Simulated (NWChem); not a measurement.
System: trifluoromethane (CHF₃); SMILES FC(F)F

The following NWChem deck was run.

```
start job
memory heap 200 mb stack 900 mb global 1100 mb
geometry units angstroms noautoz
  F      0.880498     0.880498    -0.126012
  C      0.000000     0.000000     0.333995
  F      0.322285    -1.202783    -0.126012
  F     -1.202783     0.322285    -0.126012
  H      0.000000     0.000000     1.437170
end
basis spherical
  F library def2-tzvp
  C library def2-tzvp
  H library def2-tzvp
end
dft
  xc m06-l
  iterations 150
  mulliken
end
task dft energy
```

Output (shortened):

```
             Northwest Computational Chemistry Package (NWChem) 7.3.0
             --------------------------------------------------------

 C3V symmetry detected

                             Geometry "geometry" -> ""
                             -------------------------

 Output coordinates in angstroms (scale by  1.889725989 to convert to a.u.)

  No.       Tag          Charge          X              Y              Z
 ---- ---------------- ---------- -------------- -------------- --------------
    1 F                    9.0000     0.88049821     0.88049821    -0.12715365
    2 C                    6.0000    -0.00000000    -0.00000000     0.33285335
    3 F                    9.0000     0.32228471    -1.20278292    -0.12715365
    4 F                    9.0000    -1.20278292     0.32228471    -0.12715365
    5 H                    1.0000    -0.00000000    -0.00000000     1.43602835

 Effective nuclear repulsion energy (a.u.)     134.2281629385

      Symmetry information
      --------------------

 Group name             C3v
 Group number             17
 Group order               6
 No. of unique centers     3

                                 NWChem DFT Module
                                 -----------------

 Summary of "ao basis" -> "ao basis" (spherical)
 ------------------------------------------------------------------------------
       Tag                 Description            Shells   Functions and Types
 ---------------- ------------------------------  ------  ---------------------
 F                         def2-tzvp                11       31   5s3p2d1f
 C                         def2-tzvp                11       31   5s3p2d1f
 H                         def2-tzvp                 4        6   3s1p

      Symmetry analysis of basis
      --------------------------

        a1         37
        a2         11
        e          82

  Rotation of axis

            General Information
            -------------------
          SCF calculation type: DFT
          Wavefunction type:  closed shell.
          No. of atoms     :     5
          No. of electrons :    34
           Alpha electrons :    17
            Beta electrons :    17
          Charge           :     0
          Spin multiplicity:     1
          Use of symmetry is: on ; symmetry adaption is: on
          Maximum number of iterations: 150
          AO basis - number of functions:   130
                     number of shells:    48
          Convergence on energy requested:  1.00D-06
          Convergence on density requested:  1.00D-05
          Convergence on gradient requested:  5.00D-04

              XC Information
              --------------
                        M06-L Method XC Functional
                         M06-L Exchange Functional  1.000
                       M06-L Correlation Potential  1.000

             Grid Information
             ----------------
          Grid used for XC integration:  medium
          Radial quadrature: Mura-Knowles
          Angular quadrature: Lebedev.
          Tag              B.-S. Rad. Rad. Pts. Rad. Cut. Ang. Pts.
          ---              ---------- --------- --------- ---------
          F                   0.50       49           7.0       434
          C                   0.70       49           7.0       434
          H                   0.35       45           7.0       434
          Grid pruning is: on
          Number of quadrature shells:   143
          Spatial weights used:  Erf1

      Superposition of Atomic Density Guess
      -------------------------------------

 Sum of atomic energies:        -336.42537251

      Non-variational initial energy
      ------------------------------

 Total energy =    -337.543016
 1-e energy   =    -735.659230
 2-e energy   =     263.888051
 HOMO         =      -0.462425
 LUMO         =       0.169977

      Symmetry analysis of molecular orbitals - initial
      -------------------------------------------------

  Numbering of irreducible representations:

     1 a1          2 a2          3 e

  Orbital symmetries:

     1 a1          2 e           3 e           4 a1          5 a1
     6 e           7 e           8 a1          9 a1         10 e
    11 e          12 e          13 e          14 e          15 e
    16 a2         17 a1         18 a1         19 e          20 e
    21 a1         22 a1         23 a1         24 e          25 e
    26 a1         27 e

     ---------------------------------------------
      Total Density - Mulliken Population Analysis
     ---------------------------------------------

    Atom       Charge   Shell Charges
 -----------   ------   -------------------------------------------------------
    1 F    9     9.37   0.77  1.20  0.61  1.00  0.30  2.33  2.32  0.83  0.00  0.01  0.00
    2 C    6     4.92   0.85  1.13  0.47  0.55  0.08  0.77  0.73  0.10  0.06  0.15  0.03
    3 F    9     9.37   0.77  1.20  0.61  1.00  0.30  2.33  2.32  0.83  0.00  0.01  0.00
    4 F    9     9.37   0.77  1.20  0.61  1.00  0.30  2.33  2.32  0.83  0.00  0.01  0.00
    5 H    1     0.96   0.25  0.48  0.21  0.02

   convergence    iter        energy       DeltaE   RMS-Dens  Diis-err
 ---------------- ----- ----------------- --------- --------- ---------
 d= 0,ls=0.0,diis     1   -338.1891898285 -4.72D+02  8.54D-03  1.47D+00
 d= 0,ls=0.0,diis     2   -338.0071787287  1.82D-01  4.62D-03  4.12D+00
 d= 0,ls=0.0,diis     3   -338.3336508938 -3.26D-01  6.37D-04  2.06D-02
 d= 0,ls=0.0,diis     4   -338.3344944459 -8.44D-04  3.02D-04  6.56D-03
 d= 0,ls=0.0,diis     5   -338.3342377162  2.57D-04  3.24D-04  1.58D-04
  Resetting Diis
 d= 0,ls=0.0,diis     6   -338.3342731233 -3.54D-05  1.74D-04  2.30D-05
 d= 0,ls=0.0,diis     7   -338.3342786153 -5.49D-06  1.26D-05  9.16D-07
 d= 0,ls=0.0,diis     8   -338.3342786359 -2.06D-08  3.43D-06  8.88D-07

         Total DFT energy =     -338.334278635899
      One electron energy =     -736.429075308568
           Coulomb energy =      301.087237086270
    Exchange-Corr. energy =      -37.220603352060
 Nuclear repulsion energy =      134.228162938458

 Numeric. integr. density =       33.999999792111

                  Occupations of the irreducible representations
                  ----------------------------------------------

                     irrep           alpha         beta
                     --------     --------     --------
                     a1                6.0          6.0
                     a2                1.0          1.0
                     e                10.0         10.0

                       DFT Final Molecular Orbital Analysis
                       ------------------------------------

 Vector   15  Occ=2.000000D+00  E=-3.939897D-01  Symmetry=e
              MO Center=  8.8D-02, -3.8D-01, -8.5D-02, r^2= 1.9D+00
   Bfn.  Coefficient  Atom+Function         Bfn.  Coefficient  Atom+Function
  ----- ------------  ---------------      ----- ------------  ---------------
    70      0.289449  3 F  pz                73      0.243958  3 F  pz
    69     -0.241304  3 F  py                72     -0.207556  3 F  py
     7     -0.192768  1 F  py               100     -0.176498  4 F  py
    10     -0.165159  1 F  py                76      0.152813  3 F  pz
   103     -0.150946  4 F  py               101     -0.149264  4 F  pz

 Vector   16  Occ=2.000000D+00  E=-3.720406D-01  Symmetry=a2
              MO Center= -3.8D-15,  3.3D-14, -1.2D-01, r^2= 2.0D+00
   Bfn.  Coefficient  Atom+Function         Bfn.  Coefficient  Atom+Function
  ----- ------------  ---------------      ----- ------------  ---------------
    68      0.295118  3 F  px               100     -0.295118  4 F  py
    71      0.250492  3 F  px               103     -0.250492  4 F  py
     6     -0.216041  1 F  px                 7      0.216041  1 F  py
     9     -0.183373  1 F  px                10      0.183373  1 F  py
    74      0.156884  3 F  px               106     -0.156884  4 F  py

 Vector   17  Occ=2.000000D+00  E=-3.541310D-01  Symmetry=a1
              MO Center=  2.7D-14, -2.9D-14,  3.2D-01, r^2= 2.0D+00
   Bfn.  Coefficient  Atom+Function         Bfn.  Coefficient  Atom+Function
  ----- ------------  ---------------      ----- ------------  ---------------
   126      0.276638  5 H  s                  8     -0.245527  1 F  pz
    70     -0.245527  3 F  pz               101     -0.245527  4 F  pz
    11     -0.209979  1 F  pz                73     -0.209979  3 F  pz
   104     -0.209979  4 F  pz                39      0.172488  2 C  pz
   125      0.152702  5 H  s                 14     -0.132000  1 F  pz

 Vector   18  Occ=0.000000D+00  E= 6.153614D-02  Symmetry=a1
              MO Center=  5.5D-15, -3.0D-15,  1.8D+00, r^2= 2.2D+00
   Bfn.  Coefficient  Atom+Function         Bfn.  Coefficient  Atom+Function
  ----- ------------  ---------------      ----- ------------  ---------------
   127      2.437643  5 H  s                 36     -1.454529  2 C  s
    45     -0.798834  2 C  pz                35     -0.438476  2 C  s
    39     -0.287709  2 C  pz                42     -0.254656  2 C  pz
    34     -0.181729  2 C  s                 14      0.108237  1 F  pz
    76      0.108237  3 F  pz               107      0.108237  4 F  pz

 Vector   19  Occ=0.000000D+00  E= 1.083393D-01  Symmetry=e
              MO Center=  2.3D-03, -2.4D-03,  5.4D-01, r^2= 2.8D+00
   Bfn.  Coefficient  Atom+Function         Bfn.  Coefficient  Atom+Function
  ----- ------------  ---------------      ----- ------------  ---------------
    43      1.247193  2 C  px                98      0.899847  4 F  s
     5     -0.662826  1 F  s                 40      0.580490  2 C  px
    37      0.343389  2 C  px                13      0.290757  1 F  py
    74     -0.271250  3 F  px                67     -0.237022  3 F  s
   105      0.232514  4 F  px               107      0.205137  4 F  pz

[...]
```

Level: M06-L/def2-TZVP. Structure relaxed at the PBE0/def2-SVP level.
